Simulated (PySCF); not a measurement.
## Calculated properties of H2S4

H2S4.
Structure used (PBE0-D3(BJ)/def2-SVP), in Å, numbered top down from 1:
```
atom  x, y, z in Å
S1     1.098    1.527    1.378
S2     1.399    0.450   -0.361
S3     0.574   -1.426   -0.045
S4    -1.466   -1.214   -0.343
H5    -0.132    2.004    1.064
H6    -1.473   -1.340   -1.693
```

From PBE0-D3(BJ)/def2-SVP geometry optimisation, gas phase (PySCF):

```yaml
Rotational_constants_A_B_C: 4.991, 1.435, 1.249 GHz
```

**CAM-B3LYP/def2-SVPD ground state, ΔSCF and vertical TDDFT (core frozen in the response) (PySCF)**

```yaml
Dipole_moment: 1.44 D
HOMO_energy: -8.71 eV
LUMO_energy: -0.65 eV
HOMO–LUMO_gap: 8.06 eV
Lowest_singlet_excitation: 4.55 eV (272 nm, f = 0.014)
Lowest_triplet_excitation_Tamm–Dancoff: 3.80 eV
Static_isotropic_polarisability: 88.8 au
Vertical_ionisation_energy: 9.53 eV
Electronic_spatial_extent_⟨r²⟩_about_the_centre_of_nuclear_charge: 909 bohr²
```

From PBE0/pcSseg-1 ground state and GIAO shieldings, non-relativistic (PySCF):

```yaml
Lowest_Hirshfeld_atomic_charge: -0.05 e on S4
Highest_Hirshfeld_atomic_charge: +0.06 e on H6
1H_chemical_shifts_computed_TMS_as_zero_by_class: 4.37 (H5/H6) ppm
Isotropic_shieldings_of_nuclei_other_than_C_and_H_by_class: 237 (S2/S3), 469 (S1/S4) ppm
Mayer_bond_orders_between_heavy_atoms: S1–S2 1.03, S2–S3 0.99, S3–S4 1.02
```

Monoisotopic mass (most abundant isotopes): 129.9039 u.

The largest Löwdin shares of the HOMO are 0.29 on S1, 0.28 on S4, 0.25 on S3 and 0.12 on S2. With B = h/(8π²I), that is 505.379 GHz u Å² over I, the principal moments of inertia are 101.3, 352.3 and 404.6 u Å² (most abundant isotopes). The principal polarisabilities are 68.4, 80.8 and 117.1 au; their mean is the isotropic value. The dipole equals about 4.8 × 10⁻³⁰ C·m (1 D = 3.33564 × 10⁻³⁰ C·m). The polarisability is 13.15 Å³ as a volume (1 au = 0.148185 Å³), or 1.35 au for each of the 66 electrons.

 NMR classes are plain means over equivalent atoms (diastereotopic ones count apart unless rotation or inversion swaps them), as if these changed places fast; in this geometry the members of some classes differ.

One conformer stands for the species.
